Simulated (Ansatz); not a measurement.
C3H5NO can be A, `CC(=N)C=O`, or B, `C1=NCOC1`.

Isolated molecules relaxed with PBE0-D4/def2-TZVP in Ansatz; ΔE leaves out vibrations. CBS: MP2 limit from def2 TZ/QZ plus the TZ coupled-cluster correction, frozen cores. Functionals use def2-TZVPP. B3LYP here is the variant with VWN-RPA as its local correlation; programs differ in this. One conformer a species, not always the lowest.

Task: Which isomer does CCSD(T)/CBS put lower? Give the gap. (Estimate.)

Result: Ansatz gave: A, by 16.8 kJ/mol.

Task: Give E(B) − E(A) in kJ/mol with BLYP-D4, B2PLYP, PBE-D4, B3LYP, r2SCAN-D4, PBE0-D4, HF/def2-TZVPP. (Estimate.)

Result: Computed: BLYP-D4 38.0, B2PLYP 25.0, PBE-D4 18.8, B3LYP 26.9, r2SCAN-D4 17.2, PBE0-D4 5.9, HF/def2-TZVPP 17.0. None reverses the order clearly.

Task: Does the order hold for the free energy at 298.15 K (harmonic terms from PBE0-D4)? (Estimate.)

Result: Ansatz gave: Yes: G(B) − G(A) = +28.6 kJ/mol, for one conformer each.

Largest T1 diagnostic: 0.014.

From PBE to PBE0 (25 % exact exchange), in def2-TZVPP and without D4, E(B) − E(A) moves by −13.2 kJ/mol. At CCSD(T), def2-SVP lies +16.8 kJ/mol from the extrapolated value and def2-TZVPP +1.8 kJ/mol.
